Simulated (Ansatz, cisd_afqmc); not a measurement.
Species: CHOS, charge 1, singlet. CHOS+ (SMILES C(=S)=[OH+]).
B3LYP-D3(BJ)/def2-TZVP minimum from Ansatz (an electronic-structure program):
```
C
O 1 1.2311
H 2 0.9839 1 119.87
S 1 1.4978 2 174.87 3 -180.00
```
Charge +1, spin multiplicity 1.

Total energies in cc-pV(D+d)Z, 16 correlated electrons, 7 frozen orbitals. UHF or UKS for unpaired electrons; spin-orbit terms are left out. Correlated methods leave the cores frozen. No relativity. AFQMC/CISD: phaseless, guided by CISD from CCSD amplitudes; bars are statistical, one sigma. Outlying blocks are dropped, and bars are widened where a walk drifts. Over all cases where full CI ran beside it in this data, AFQMC minus full CI had a median of +0.1 mEh and passed +0.4 mEh in a tenth of the cases.

```csv
method,program,energy (Eh),minus CCSDT(Q) (mEh)
HF,Ansatz,-510.53154,473.68
MP2,Ansatz,-510.97061,34.61
CCSD,Ansatz,-510.98255,22.66
CCSD(T),Ansatz,-511.00268,2.53
CCSDT(Q),Ansatz,-511.00522,0.00
AFQMC/CISD,cisd_afqmc,-511.0046 ± 0.0004,0.6 ± 0.4
```

Rough core times of Ansatz's runs on a shared machine: CCSD(T) under 20 s, CCSDT(Q) 80 s.
